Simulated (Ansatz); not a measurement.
# Caesium, bcc under r²SCAN: testing the plane-wave cutoff

How high must the plane-wave cutoff be for energy and pressure to settle? The geometry was relaxed under r²SCAN beforehand and stays fixed; 9 values are run, from 150 to 800 eV. Wanted are the values from which on the energy stays within 10 and 1 meV/atom, and the pressure within 0.5 GPa, of the last run. Within the series other settings stay, but some runs also write fields, which adds to their time. Spin polarisation is left out.

Computed with Ansatz 0.2.0 (DFT r²SCAN, plane waves with PAW, scalar-relativistic, unless a step says otherwise).

## Step 1: Starting point

Symmetry: Im-3m, No. 229, cubic system. The conventional cell has a = 6.270 Å, b = 6.270 Å, c = 6.270 Å, α = 90.00°, β = 90.00°, γ = 90.00°.

Structure file:

```cif
data_structure
_symmetry_space_group_name_H-M 'P 1'
_symmetry_Int_Tables_number 1
_cell_length_a 5.4298
_cell_length_b 5.4298
_cell_length_c 5.4298
_cell_angle_alpha 109.471
_cell_angle_beta 109.471
_cell_angle_gamma 109.471
_cell_volume 123.23
loop_
_atom_site_label
_atom_site_type_symbol
_atom_site_fract_x
_atom_site_fract_y
_atom_site_fract_z
_atom_site_occupancy
Cs1 Cs 0.00000 0.00000 0.00000 1
```

## Step 2: A run at the usual settings, for scale

input.yaml

```yaml
crystal:
  lattice:
    - [-3.1348857123, 3.1348857123, 3.1348857123]
    - [3.1348857123, -3.1348857123, 3.1348857123]
    - [3.1348857123, 3.1348857123, -3.1348857123]
  atoms:
    - { symbol: Cs, position: [0.0, 0.0, 0.0] }
hamiltonian:
  xc: r2scan
  pseudopotentials:
    kind: paw
    azcp:
      Cs: "pseudopotentials/Cs.paw.azcp"
basis:
  ecutwfc: 500
  fft_grid_basis: typed
kpoints:
  mp_grid: { grid: [12, 12, 12], shift: [0, 0, 0] }
magnetization:
  spin_polarized: false
scf:
  occupations: { method: fermi_dirac, width: 0.1 }
  lower_state_search: "off"
output:
  stress: true
```

Run with:

```bash
> ansatz run input.yaml --threads 2 --pin off --max-ram 5120MiB --backend cpu --events-out ev --progress --plain --runs-dir out
```

## Step 3: With a cutoff of 150 eV

The run at 150 eV.

input.yaml: that of step 2 with these lines changed.

```diff
@@ -14,6 +14,6 @@
 basis:
-  ecutwfc: 500
+  ecutwfc: 150
   fft_grid_basis: typed
 kpoints:
-  mp_grid: { grid: [12, 12, 12], shift: [0, 0, 0] }
+  mp_grid: { grid: [7, 7, 7], shift: [0, 0, 0] }
 magnetization:
```

## Step 4: With a cutoff of 200 eV

The run at 200 eV.

input.yaml: that of step 3 with these lines changed.

```diff
@@ -14,3 +14,3 @@
 basis:
-  ecutwfc: 150
+  ecutwfc: 200
   fft_grid_basis: typed
```

## Step 5: With a cutoff of 250 eV

The run at 250 eV.

input.yaml: that of step 4 with these lines changed.

```diff
@@ -14,3 +14,3 @@
 basis:
-  ecutwfc: 200
+  ecutwfc: 250
   fft_grid_basis: typed
@@ -25 +25,5 @@
   stress: true
+  write_density: true
+  write_potential: true
+  elf: true
+  volumetric_format: npy
```

## Step 6: With a cutoff of 300 eV

The run at 300 eV.

input.yaml: that of step 5 with these lines changed.

```diff
@@ -14,3 +14,3 @@
 basis:
-  ecutwfc: 250
+  ecutwfc: 300
   fft_grid_basis: typed
```

## Step 7: With a cutoff of 350 eV

The run at 350 eV.

input.yaml: that of step 6 with these lines changed.

```diff
@@ -14,3 +14,3 @@
 basis:
-  ecutwfc: 300
+  ecutwfc: 350
   fft_grid_basis: typed
@@ -25,5 +25 @@
   stress: true
-  write_density: true
-  write_potential: true
-  elf: true
-  volumetric_format: npy
```

## Step 8: With a cutoff of 420 eV

The run at 420 eV.

input.yaml: that of step 7 with these lines changed.

```diff
@@ -14,3 +14,3 @@
 basis:
-  ecutwfc: 350
+  ecutwfc: 420
   fft_grid_basis: typed
```

## Step 9: With a cutoff of 500 eV

The run at 500 eV.

input.yaml: that of step 8 with these lines changed.

```diff
@@ -14,3 +14,3 @@
 basis:
-  ecutwfc: 420
+  ecutwfc: 500
   fft_grid_basis: typed
@@ -25 +25,5 @@
   stress: true
+  write_density: true
+  write_potential: true
+  elf: true
+  volumetric_format: npy
```

## Step 10: With a cutoff of 600 eV

The run at 600 eV.

input.yaml: that of step 9 with these lines changed.

```diff
@@ -14,3 +14,3 @@
 basis:
-  ecutwfc: 500
+  ecutwfc: 600
   fft_grid_basis: typed
@@ -25,5 +25 @@
   stress: true
-  write_density: true
-  write_potential: true
-  elf: true
-  volumetric_format: npy
```

## Step 11: With a cutoff of 800 eV

The run at 800 eV.

input.yaml: that of step 10 with these lines changed.

```diff
@@ -14,3 +14,3 @@
 basis:
-  ecutwfc: 600
+  ecutwfc: 800
   fft_grid_basis: typed
```

(Steps that only read results are left out.)

Before running it: what results should come out?

The runs gave:

| quantity | value |
| --- | --- |
| E(σ → 0) stays within 10 meV/atom of 800 eV | from 300 eV on |
| E(σ → 0) stays within 1 meV/atom | from 420 eV on |
| pressure stays within 0.5 GPa | from 150 eV on |
| pressure at 800 eV | 0.00 GPa |
| CPU time, dearest over cheapest | 6.8 |
| run at the usual settings (mesh 12×12×12 against the series' 7×7×7, 500 eV) | +3.4 meV/atom from 800 eV, 0.00 GPa |

At 150 eV the energy differs by +829.4 meV/atom and the pressure by 0.0 GPa. The energy falls at each step up in cutoff, as the variational principle asks. 1 meV/atom is reached at 420 eV; energy differences often converge earlier, as errors cancel. The cell taken over is 12 % larger than the measured one (110.45 Å³/atom, COD), which weighs on all values here.
